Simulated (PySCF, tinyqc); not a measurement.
RHF in the sto-6g basis, for BH, spin multiplicity 1, step by step (part 1 of 2). This run ends on a higher stationary point, not on the lowest solution. The lowest restricted solution is unstable here: a spin-polarised one lies 0.0308 hartree lower (PySCF). Computed by tinyqc, a small Python program that keeps every step (integrals from PySCF). Settings: charge = 0, multiplicity = 1, basis = sto-6g, energy threshold = 1e-10, iteration cap = 74, orthogonalisation = symmetric, start = highest core orbitals, DIIS depth = 8, method = RHF. Command: `OMP_NUM_THREADS=1 python tinyqc.py 28095 28096 out.jsonl` (the two numbers bound the seeds that draw the settings). One thread of a shared host (Intel(R) Xeon(R) Processor @ 2.60GHz), about 0.09 s of CPU time with the checks. Later iterations appear only in the table of the cycle.

## One-electron integrals

Geometry (angstrom):
```
atom         x         y         z
B     0.000000  0.000000  0.000000
H     0.000000  0.000000  2.012000
```

Basis sto-6g: exponents (1/bohr^2) and contraction coefficients of normalised primitives:
```
element  l (shell)    exponent  coefficient
B            s (1)  506.011147     0.009164
B            s (1)   92.776814     0.049362
B            s (1)   25.955658     0.168538
B            s (1)    8.916445     0.370563
B            s (1)    3.462507     0.416492
B            s (1)    1.426054     0.130334
B            s (2)   23.194575    -0.013253
B            s (2)    4.590810    -0.046992
B            s (2)    1.426819    -0.033785
B            s (2)    0.548948     0.250242
B            s (2)    0.238410     0.595117
B            s (2)    0.109280     0.240706
B            p (3)   23.194575     0.003760
B            p (3)    4.590810     0.037679
B            p (3)    1.426819     0.173897
B            p (3)    0.548948     0.418036
B            p (3)    0.238410     0.425859
B            p (3)    0.109280     0.101708
H            s (1)   35.523221     0.009164
H            s (1)    6.513144     0.049361
H            s (1)    1.822143     0.168538
H            s (1)    0.625955     0.370563
H            s (1)    0.243077     0.416492
H            s (1)    0.100112     0.130334
```

Overlap, kinetic and nuclear-attraction integrals over the contracted functions; the nuclear repulsion is the sum of Za Zb / Rab.

nuclear repulsion = 1.31505271 hartree

overlap S, lower triangle:
```
           1B 1s     1B 2s    1B 2px    1B 2py    1B 2pz     2H 1s
1B 1s   1.000000
1B 2s   0.264891  1.000000
1B 2px  0.000000  0.000000  1.000000
1B 2py  0.000000  0.000000  0.000000  1.000000
1B 2pz  0.000000  0.000000  0.000000  0.000000  1.000000
2H 1s   0.010540  0.161926  0.000000  0.000000  0.202498  1.000000
```

kinetic energy T (hartree), lower triangle:
```
            1B 1s      1B 2s    1B 2px    1B 2py    1B 2pz     2H 1s
1B 1s   10.947243
1B 2s   -0.333880   0.374498
1B 2px   0.000000   0.000000  1.125026
1B 2py   0.000000   0.000000  0.000000  1.125026
1B 2pz   0.000000   0.000000  0.000000  0.000000  1.125026
2H 1s   -0.004477  -0.008725  0.000000  0.000000  0.014964  0.768522
```

nuclear attraction V (hartree), lower triangle:
```
             1B 1s      1B 2s     1B 2px     1B 2py     1B 2pz      2H 1s
1B 1s   -23.654731
1B 2s    -2.813858  -4.012853
1B 2px    0.000000   0.000000  -4.000874
1B 2py    0.000000   0.000000   0.000000  -4.000874
1B 2pz   -0.006834  -0.066028   0.000000   0.000000  -4.036304
2H 1s    -0.121851  -0.460783   0.000000   0.000000  -0.542129  -2.554011
```

core Hamiltonian H = T + V (hartree), lower triangle:
```
             1B 1s      1B 2s     1B 2px     1B 2py     1B 2pz      2H 1s
1B 1s   -12.707488
1B 2s    -3.147738  -3.638355
1B 2px    0.000000   0.000000  -2.875848
1B 2py    0.000000   0.000000   0.000000  -2.875848
1B 2pz   -0.006834  -0.066028   0.000000   0.000000  -2.911278
2H 1s    -0.126328  -0.469508   0.000000   0.000000  -0.527166  -1.785488
```

## Two-electron integrals

Functions are numbered as in S; the eight-fold symmetry (ij|kl) = (ji|kl) = (kl|ij) leaves the list below.

Two-electron integrals (ij|kl) in chemists' order, unique and non-zero (hartree):
```
(11|11) 2.924993   (21|11) 0.480756   (21|21) 0.099484   (22|11) 0.743449
(22|21) 0.188967   (22|22) 0.544922   (31|31) 0.021096   (32|31) 0.030854
(32|32) 0.120443   (33|11) 0.743450   (33|21) 0.188967   (33|22) 0.544922
(33|33) 0.587109   (41|41) 0.021096   (42|41) 0.030854   (42|42) 0.120443
(43|43) 0.031641   (44|11) 0.743450   (44|21) 0.188967   (44|22) 0.544922
(44|33) 0.523827   (44|44) 0.587109   (51|51) 0.021096   (52|51) 0.030854
(52|52) 0.120443   (53|53) 0.031641   (54|54) 0.031641   (55|11) 0.743450
(55|21) 0.188967   (55|22) 0.544922   (55|33) 0.523827   (55|44) 0.523827
(55|55) 0.587109   (61|11) 0.019522   (61|21) 0.003930   (61|22) 0.007457
(61|33) 0.007417   (61|44) 0.007417   (61|51) 0.000313   (61|52) 0.000611
(61|55) 0.007535   (61|61) 0.000161   (62|11) 0.073194   (62|21) 0.019089
(62|22) 0.064110   (62|33) 0.062159   (62|44) 0.062159   (62|51) 0.002134
(62|52) 0.014592   (62|55) 0.068012   (62|61) 0.000810   (62|62) 0.013119
(63|31) 0.001550   (63|32) 0.007941   (63|53) 0.002416   (63|63) 0.001060
(64|41) 0.001550   (64|42) 0.007941   (64|54) 0.002416   (64|64) 0.001060
(65|11) 0.080843   (65|21) 0.021292   (65|22) 0.074633   (65|33) 0.071135
(65|44) 0.071135   (65|51) 0.003489   (65|52) 0.022794   (65|55) 0.081630
(65|61) 0.000932   (65|62) 0.017595   (65|65) 0.024222   (66|11) 0.262875
(66|21) 0.069619   (66|22) 0.261243   (66|33) 0.250552   (66|44) 0.250552
(66|51) 0.006789   (66|52) 0.063741   (66|55) 0.282625   (66|61) 0.002951
(66|62) 0.078891   (66|65) 0.112903   (66|66) 0.774999
```

## Orthogonalisation

S = U s U^T; symmetric (Loewdin) form X = U s^(-1/2) U^T, so that X^T S X = 1.

eigenvalues of S: 0.671138  0.834090  1.000000  1.000000  1.155376  1.339396

X, lower triangle:
```
            1B 1s      1B 2s    1B 2px    1B 2py     1B 2pz     2H 1s
1B 1s    1.028057
1B 2s   -0.140391   1.038927
1B 2px   0.000000   0.000000  1.000000
1B 2py   0.000000   0.000000  0.000000  1.000000
1B 2pz  -0.002150   0.013453  0.000000  0.000000   1.016186
2H 1s    0.012092  -0.087415  0.000000  0.000000  -0.105800  1.026832
```

## Starting guess

The start is the highest orbitals of the core Hamiltonian (a deliberately bad start); D = 2 C_occ C_occ^T.

D at the start, lower triangle:
```
            1B 1s      1B 2s    1B 2px    1B 2py     1B 2pz     2H 1s
1B 1s    0.000879
1B 2s   -0.005313   0.032112
1B 2px   0.000000   0.000000  2.000000
1B 2py   0.000000   0.000000  0.000000  2.000000
1B 2pz  -0.006170   0.037291  0.000000  0.000000   0.043306
2H 1s    0.043305  -0.261744  0.000000  0.000000  -0.303960  2.133474
```

## Iteration 1: building the Fock matrix

J_ij = sum D_kl (ij|kl), K_ij = sum D_kl (ik|jl); F = H + J - 0.5 K; E = tr D H + tr D J / 2 - 0.25 tr D K + E_nn.

Coulomb J (hartree), lower triangle:
```
           1B 1s     1B 2s    1B 2px    1B 2py    1B 2pz     2H 1s
1B 1s   3.502395
1B 2s   0.895418  2.698498
1B 2px  0.000000  0.000000  2.720105
1B 2py  0.000000  0.000000  0.000000  2.720105
1B 2pz  0.013314  0.123149  0.000000  0.000000  2.655276
2H 1s   0.035571  0.405383  0.000000  0.000000  0.508994  2.570757
```

exchange K (hartree), lower triangle:
```
            1B 1s     1B 2s    1B 2px    1B 2py    1B 2pz     2H 1s
1B 1s    0.085741
1B 2s    0.124050  0.489776
1B 2px   0.000000  0.000000  1.239199
1B 2py   0.000000  0.000000  0.000000  1.239199
1B 2pz  -0.000101  0.011053  0.000000  0.000000  0.145968
2H 1s    0.003849  0.112691  0.000000  0.000000  0.143623  1.550764
```

Fock matrix F (hartree), lower triangle:
```
            1B 1s      1B 2s     1B 2px     1B 2py     1B 2pz     2H 1s
1B 1s   -9.247964
1B 2s   -2.314346  -1.184745
1B 2px   0.000000   0.000000  -0.775342
1B 2py   0.000000   0.000000   0.000000  -0.775342
1B 2pz   0.006530   0.051594   0.000000   0.000000  -0.328986
2H 1s   -0.092682  -0.120470   0.000000   0.000000  -0.089983  0.009886
```

total energy of this density = -7.67766527 hartree

## Iteration 1: diagonalisation and new density

Diagonalise F' = X^T F X, C = X C', fill 3 alpha and 3 beta electrons from the bottom; D = 2 C_occ C_occ^T. Each column has its largest component positive (the first on a tie).

F' = X^T F X (hartree), lower triangle:
```
           1          2          3          4          5         6
1  -9.131365
2  -1.004608  -0.764676
3   0.000000   0.000000  -0.775342
4   0.000000   0.000000   0.000000  -0.775342
5  -0.002717   0.059442   0.000000   0.000000  -0.318704
6   0.002482  -0.058290   0.000000   0.000000  -0.066812  0.041043
```

orbital energies (hartree): MO1 -9.250304, MO2 -0.775342, MO3 -0.775342, MO4 -0.659235, MO5 -0.323779, MO6 0.059618

coefficients C:
```
              MO1        MO2       MO3        MO4        MO5        MO6
1B 1s    1.004427   0.000000  0.000000  -0.255369  -0.036384   0.036769
1B 2s   -0.017313   0.000000  0.000000   1.024633   0.144902  -0.189031
1B 2px   0.000000   0.929764  0.368157   0.000000   0.000000   0.000000
1B 2py   0.000000  -0.368157  0.929764   0.000000   0.000000   0.000000
1B 2pz  -0.001087   0.000000  0.000000  -0.154811   0.965770  -0.295522
2H 1s    0.002262   0.000000  0.000000  -0.001639   0.090492   1.032070
```

D after iteration 1, lower triangle:
```
            1B 1s      1B 2s    1B 2px    1B 2py     1B 2pz     2H 1s
1B 1s    2.017745
1B 2s   -0.034780   0.000600
1B 2px   0.000000   0.000000  2.000000
1B 2py   0.000000   0.000000  0.000000  2.000000
1B 2pz  -0.002184   0.000038  0.000000  0.000000   0.000002
2H 1s    0.004544  -0.000078  0.000000  0.000000  -0.000005  0.000010
```

Within a degenerate level the vectors are fixed only up to a rotation; this is one choice.

## Iteration 2: building the Fock matrix

As before.

Coulomb J (hartree), lower triangle:
```
            1B 1s      1B 2s    1B 2px    1B 2py    1B 2pz     2H 1s
1B 1s    8.842864
1B 2s    1.719137   3.667022
1B 2px   0.000000   0.000000  3.709207
1B 2py   0.000000   0.000000  0.000000  3.709207
1B 2pz  -0.000087  -0.000122  0.000000  0.000000  3.582645
2H 1s    0.068792   0.395032  0.000000  0.000000  0.446218  1.527932
```

exchange K (hartree), lower triangle:
```
            1B 1s      1B 2s    1B 2px    1B 2py    1B 2pz     2H 1s
1B 1s    5.953070
1B 2s    1.064604   0.669852
1B 2px   0.000000   0.000000  1.278004
1B 2py   0.000000   0.000000  0.000000  1.278004
1B 2pz  -0.001295  -0.000356  0.000000  0.000000  0.167084
2H 1s    0.043933   0.039062  0.000000  0.000000  0.010217  0.004537
```

Fock matrix F (hartree), lower triangle:
```
            1B 1s      1B 2s    1B 2px    1B 2py     1B 2pz      2H 1s
1B 1s   -6.841159
1B 2s   -1.960904  -0.306259
1B 2px   0.000000   0.000000  0.194358
1B 2py   0.000000   0.000000  0.000000  0.194358
1B 2pz  -0.006274  -0.065972  0.000000  0.000000   0.587825
2H 1s   -0.079503  -0.094007  0.000000  0.000000  -0.086056  -0.259825
```

total energy of this density = -23.59440376 hartree

## Iteration 2: DIIS over 2 matrices

error matrix X^T (FDS - SDF) X:
```
           1          2         3         4         5          6
1   0.000000   0.545028  0.000000  0.000000  0.025291  -0.023894
2  -0.545028   0.000000  0.000000  0.000000  0.003256  -0.003086
3   0.000000   0.000000  0.000000  0.000000  0.000000   0.000000
4   0.000000   0.000000  0.000000  0.000000  0.000000   0.000000
5  -0.025291  -0.003256  0.000000  0.000000  0.000000   0.000000
6   0.023894   0.003086  0.000000  0.000000  0.000000   0.000000
```

B (overlaps of the stored error matrices):
```
                1               2
1   3.3196979e-02  -6.4348484e-04
2  -6.4348484e-04   5.9657342e-01
```

Minimise |sum c_i e_i|^2 with sum c_i = 1: solve [B -1; -1 0][c; lambda] = [0; -1] with B_ij = tr e_i^T e_j, and take F = sum c_i F_i.

DIIS coefficients: 0.946375  0.053625

extrapolated F (hartree), lower triangle:
```
            1B 1s      1B 2s     1B 2px     1B 2py     1B 2pz      2H 1s
1B 1s   -9.118899
1B 2s   -2.295392  -1.137636
1B 2px   0.000000   0.000000  -0.723341
1B 2py   0.000000   0.000000   0.000000  -0.723341
1B 2pz   0.005844   0.045290   0.000000   0.000000  -0.279822
2H 1s   -0.091975  -0.119051   0.000000   0.000000  -0.089772  -0.004577
```

## Iteration 2: diagonalisation and new density

As before.

F' = X^T F X (hartree), lower triangle:
```
           1          2          3          4          5         6
1  -8.999488
2  -1.009489  -0.717329
3   0.000000   0.000000  -0.723341
4   0.000000   0.000000   0.000000  -0.723341
5  -0.002783   0.053875   0.000000   0.000000  -0.268308
6   0.003280  -0.058971   0.000000   0.000000  -0.069766  0.026285
```

orbital energies (hartree): MO1 -9.120759, MO2 -0.723341, MO3 -0.723341, MO4 -0.608280, MO5 -0.279271, MO6 0.049470

coefficients C:
```
              MO1       MO2        MO3        MO4        MO5        MO6
1B 1s    1.003978  0.000000   0.000000  -0.257503  -0.029869   0.039869
1B 2s   -0.015511  0.000000   0.000000   1.026203   0.115881  -0.200346
1B 2px   0.000000  0.999951  -0.009877   0.000000   0.000000   0.000000
1B 2py   0.000000  0.009877   0.999951   0.000000   0.000000   0.000000
1B 2pz  -0.000990  0.000000   0.000000  -0.137534   0.954368  -0.338052
2H 1s    0.002043  0.000000   0.000000   0.006054   0.136883   1.026931
```

D after iteration 2, lower triangle:
```
            1B 1s      1B 2s    1B 2px    1B 2py     1B 2pz     2H 1s
1B 1s    2.015945
1B 2s   -0.031146   0.000481
1B 2px   0.000000   0.000000  2.000000
1B 2py   0.000000   0.000000  0.000000  2.000000
1B 2pz  -0.001988   0.000031  0.000000  0.000000   0.000002
2H 1s    0.004102  -0.000063  0.000000  0.000000  -0.000004  0.000008
```

Within a degenerate level the vectors are fixed only up to a rotation; this is one choice.

## Iteration 3: building the Fock matrix

As before.

Coulomb J (hartree), lower triangle:
```
            1B 1s      1B 2s    1B 2px    1B 2py    1B 2pz     2H 1s
1B 1s    8.840988
1B 2s    1.718969   3.666987
1B 2px   0.000000   0.000000  3.709173
1B 2py   0.000000   0.000000  0.000000  3.709173
1B 2pz  -0.000080  -0.000112  0.000000  0.000000  3.582610
2H 1s    0.068784   0.395031  0.000000  0.000000  0.446219  1.527934
```

exchange K (hartree), lower triangle:
```
            1B 1s      1B 2s    1B 2px    1B 2py    1B 2pz     2H 1s
1B 1s    5.951269
1B 2s    1.066746   0.670967
1B 2px   0.000000   0.000000  1.278175
1B 2py   0.000000   0.000000  0.000000  1.278175
1B 2pz  -0.001182  -0.000326  0.000000  0.000000  0.167254
2H 1s    0.044077   0.039121  0.000000  0.000000  0.010224  0.004540
```

Fock matrix F (hartree), lower triangle:
```
            1B 1s      1B 2s    1B 2px    1B 2py     1B 2pz      2H 1s
1B 1s   -6.842134
1B 2s   -1.962143  -0.306851
1B 2px   0.000000   0.000000  0.194237
1B 2py   0.000000   0.000000  0.000000  0.194237
1B 2pz  -0.006323  -0.065977  0.000000  0.000000   0.587705
2H 1s   -0.079582  -0.094037  0.000000  0.000000  -0.086059  -0.259824
```

total energy of this density = -23.59623940 hartree

## Iteration 3: DIIS over 3 matrices

error matrix X^T (FDS - SDF) X:
```
           1          2         3         4         5          6
1   0.000000   0.522715  0.000000  0.000000  0.024555  -0.022898
2  -0.522715   0.000000  0.000000  0.000000  0.003166  -0.002967
3   0.000000   0.000000  0.000000  0.000000  0.000000   0.000000
4   0.000000   0.000000  0.000000  0.000000  0.000000   0.000000
5  -0.024555  -0.003166  0.000000  0.000000  0.000000  -0.000001
6   0.022898   0.002967  0.000000  0.000000  0.000001   0.000000
```

B (overlaps of the stored error matrices), lower triangle:
```
                1              2              3
1   3.3196979e-02
2  -6.4348484e-04  5.9657342e-01
3  -6.1590129e-04  5.7216459e-01  5.4875464e-01
```

As before.

DIIS coefficients: 0.002369  -23.380825  24.378456

extrapolated F (hartree), lower triangle:
```
            1B 1s      1B 2s    1B 2px    1B 2py     1B 2pz      2H 1s
1B 1s   -6.870641
1B 2s   -1.991942  -0.322780
1B 2px   0.000000   0.000000  0.189127
1B 2py   0.000000   0.000000  0.000000  0.189127
1B 2pz  -0.007431  -0.065804  0.000000  0.000000   0.582736
2H 1s   -0.081466  -0.094793  0.000000  0.000000  -0.086130  -0.259171
```

## Iteration 3: diagonalisation and new density

As before.

F' = X^T F X (hartree), lower triangle:
```
           1          2         3         4          5          6
1  -6.694698
2  -1.122587   0.108991
3   0.000000   0.000000  0.189127
4   0.000000   0.000000  0.000000  0.189127
5  -0.005310  -0.044149  0.000000  0.000000   0.615863
6   0.017810  -0.070865  0.000000  0.000000  -0.121528  -0.233493
```

orbital energies (hartree): MO1 -6.875161, MO2 -0.261608, MO3 0.189127, MO4 0.189127, MO5 0.297445, MO6 0.635988

coefficients C:
```
              MO1        MO2        MO3       MO4        MO5        MO6
1B 1s    0.992733  -0.030183   0.000000  0.000000  -0.299666   0.023092
1B 2s    0.026366   0.063527   0.000000  0.000000   1.047207  -0.074356
1B 2px   0.000000   0.000000   0.981657  0.190658   0.000000   0.000000
1B 2py   0.000000   0.000000  -0.190658  0.981657   0.000000   0.000000
1B 2pz   0.001757   0.043111   0.000000  0.000000   0.104963   1.015448
2H 1s   -0.003055   0.978578   0.000000  0.000000  -0.251010  -0.229642
```

D after iteration 3, lower triangle:
```
            1B 1s     1B 2s     1B 2px    1B 2py    1B 2pz     2H 1s
1B 1s    1.972858
1B 2s    0.048513  0.009462
1B 2px   0.000000  0.000000   1.927299
1B 2py   0.000000  0.000000  -0.374320  0.072701
1B 2pz   0.000886  0.005570   0.000000  0.000000  0.003723
2H 1s   -0.065139  0.124171   0.000000  0.000000  0.084364  1.915249
```

Within a degenerate level the vectors are fixed only up to a rotation; this is one choice.

## Iteration 19 (converged): orbitals

converged F (hartree), lower triangle:
```
            1B 1s      1B 2s     1B 2px     1B 2py     1B 2pz      2H 1s
1B 1s   -7.318138
1B 2s   -2.068529  -0.742062
1B 2px   0.000000   0.000000   0.335572
1B 2py   0.000000   0.000000  -0.080274  -0.062151
1B 2pz   0.012433  -0.049269   0.000000   0.000000   0.312527
2H 1s   -0.081672  -0.238868   0.000000   0.000000  -0.143691  -0.133668
```

As before.

F' = X^T F X (hartree), lower triangle:
```
           1          2          3          4          5          6
1  -7.153388
2  -1.083647  -0.302450
3   0.000000   0.000000   0.335572
4   0.000000   0.000000  -0.080274  -0.062151
5   0.011349  -0.016539   0.000000   0.000000   0.351320
6   0.034604  -0.202447   0.000000   0.000000  -0.170907  -0.068675
```

orbital energies (hartree): MO1 -7.320719, MO2 -0.333677, MO3 -0.077742, MO4 0.063540, MO5 0.351163, MO6 0.417663

coefficients C:
```
              MO1        MO2       MO3        MO4        MO5        MO6
1B 1s    0.994595  -0.202898  0.000000  -0.212105   0.000000  -0.037243
1B 2s    0.019798   0.692422  0.000000   0.776150   0.000000   0.157013
1B 2px   0.000000   0.000000  0.190658   0.000000   0.981657   0.000000
1B 2py   0.000000   0.000000  0.981657   0.000000  -0.190658   0.000000
1B 2pz  -0.001183   0.128497  0.000000  -0.264627   0.000000   0.978506
2H 1s   -0.001763   0.609517  0.000000  -0.681960   0.000000  -0.486602
```

D after iteration 19, lower triangle:
```
            1B 1s     1B 2s    1B 2px    1B 2py    1B 2pz     2H 1s
1B 1s    2.060773
1B 2s   -0.241600  0.959680
1B 2px   0.000000  0.000000  0.072701
1B 2py   0.000000  0.000000  0.374320  1.927299
1B 2pz  -0.054497  0.177902  0.000000  0.000000  0.033026
2H 1s   -0.250846  0.844016  0.000000  0.000000  0.156647  0.743028
```
